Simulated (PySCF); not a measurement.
Cyanate anion, CNO (charge -1).
SMILES: `[N-]=C=O`

The closed-shell ground state was solved at several levels (PySCF, density fitting, gas phase, non-relativistic). Isolated species at its PBE0-D3(BJ)/def2-SVP geometry, gas phase. Where the HOMO energy is positive, the finite basis confines the outermost electrons. No diffuse functions stand in pcJ-1, pcSseg-1 and pcSseg-2, which bears on an anion's orbital energies.

```csv
level,basis functions,HOMO (eV),LUMO (eV),gap (eV)
B3LYP/pcJ-1,81,-0.20,9.54,9.74
wB97X-D/def2-SVPD,63,-2.87,7.22,10.09
PBE/pcSseg-2,108,0.47,6.51,6.04
```

Problem. What might PBE0/pcSseg-1 (51 basis functions) give for the same quantities?

Solution. HOMO -0.49 eV, LUMO 9.83 eV, gap 10.32 eV.

Problem. Over all these levels, which gives the widest orbital gap and which the narrowest?

Solution. PBE0/pcSseg-1 (global hybrid, 25 % exact exchange) has the widest, 10.32 eV, and PBE/pcSseg-2 (GGA) the narrowest, 6.04 eV. Functional and basis both differ between the two, so the spread mixes both effects.
